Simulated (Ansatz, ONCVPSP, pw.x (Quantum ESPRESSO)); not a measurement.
What a changed setting does to a pw.x run (sc Ta)

Potential: optimised norm-conserving Vanderbilt (ONCV), ONCVPSP 4.0.1.1 (patched build), PBEsol; core [Kr] 4d10 4f14, reference 5s2 5p6 5d3 6s1.5; waves: 5s+6s: rc 1.90 bohr, ncon 4, nbas 8, qcut 6.4 1/bohr, 2 projectors; 5p: rc 1.70 bohr, ncon 4, nbas 7, qcut 6.5 1/bohr, 2 projectors, debl 0.5 Ha; 5d: rc 2.25 bohr, ncon 4, nbas 9, qcut 6.6 1/bohr, 2 projectors, debl 1.3 Ha; f scattering state at 0.14 Ha: rc 2.30 bohr, ncon 5, nbas 9, qcut 5.1 1/bohr, 1 projector; local part: polynomial inside 1.65 bohr (lpopt 5, dvloc0 2 Ha); core correction: Teter function, fcfact 4.75, rcfact 1.45. In the p channel the program set the typed energies aside and used -1.576, 0.250 Ha.

The reference run (k-mesh 12³, cutoffs 50/200 Ry, Fermi–Dirac 0.01 Ry, mixing_beta 0.4, conv_thr 1e-9, no spin) gives 1.79 GPa at 19.639 Å³/atom, where all-electron LAPW gives 1.64 GPa. This run, with its own iteration cap, changes k-mesh shift to 1.

```
&control
  calculation='scf', prefix='x', pseudo_dir='./', outdir='./tmp', tstress=.true., disk_io='none'
/
&system
  ibrav=0, nat=1, ntyp=1, ecutwfc=50, ecutrho=200, nbnd=14,
  occupations='smearing', smearing='fd', degauss=0.01
/
&electrons
  conv_thr=1e-09, mixing_beta=0.4, electron_maxstep=60
/
ATOMIC_SPECIES
Ta 1.0 Ta.UPF
CELL_PARAMETERS angstrom
  2.69798661 0.00000000 0.00000000
  0.00000000 2.69798661 0.00000000
  0.00000000 0.00000000 2.69798661
ATOMIC_POSITIONS crystal
Ta 0.0000 0.0000 0.0000
K_POINTS automatic
12 12 12 1 1 1
```

```bash
pw.x < Ta.scf.in > Ta.scf.out
```

Question: How does the run end?

Answer: It converges in 7 iterations; the free energy moves by +29.4 meV/atom and the pressure by +0.63 GPa.

```
Message from routine setup:
     using ibrav=0 with symmetry is DISCOURAGED, use correct ibrav instead
     lattice parameter (alat)  =       5.0985  a.u.
     unit-cell volume          =     132.5305 (a.u.)^3
     number of electrons       =        13.00
     number of Kohn-Sham states=           14
     kinetic-energy cutoff     =      50.0000  Ry
     charge density cutoff     =     200.0000  Ry
     scf convergence threshold =      1.0E-09
     Exchange-correlation= PBESOL
     number of k points=    56  Fermi-Dirac smearing, width (Ry)=  0.0100
     iteration #  1     ecut=    50.00 Ry     beta= 0.40
     total energy              =    -131.75489032 Ry
     estimated scf accuracy    <       0.21298079 Ry
     iteration #  2     ecut=    50.00 Ry     beta= 0.40
     total energy              =    -131.76149052 Ry
     estimated scf accuracy    <       0.02273502 Ry
     iteration #  3     ecut=    50.00 Ry     beta= 0.40
     total energy              =    -131.76621412 Ry
     estimated scf accuracy    <       0.00082166 Ry
     iteration #  4     ecut=    50.00 Ry     beta= 0.40
     total energy              =    -131.76623297 Ry
     estimated scf accuracy    <       0.00007872 Ry
     iteration #  5     ecut=    50.00 Ry     beta= 0.40
     total energy              =    -131.76625042 Ry
     estimated scf accuracy    <       0.00000136 Ry
     iteration #  6     ecut=    50.00 Ry     beta= 0.40
     total energy              =    -131.76625078 Ry
     estimated scf accuracy    <       0.00000040 Ry
     iteration #  7     ecut=    50.00 Ry     beta= 0.40
     the Fermi energy is    16.5098 ev
!    total energy              =    -131.76625086 Ry
     estimated scf accuracy    <          4.7E-10 Ry
     smearing contrib. (-TS)   =      -0.00587924 Ry
     The total energy is F=E-TS. E is the sum of the following terms:
     one-electron contribution =     -24.03737467 Ry
     hartree contribution      =      17.53903636 Ry
     xc contribution           =     -31.21330660 Ry
     ewald contribution        =     -94.04872672 Ry
     convergence has been achieved in   7 iterations
          total   stress  (Ry/bohr**3)                   (kbar)     P=       24.16
     Message from routine punch:
     Nothing written, as per user request (disk_io='none')
```

The run took about 9.4 s on one core of a shared host (Neoverse-N1, 64 threads, 124 GiB, load 56).
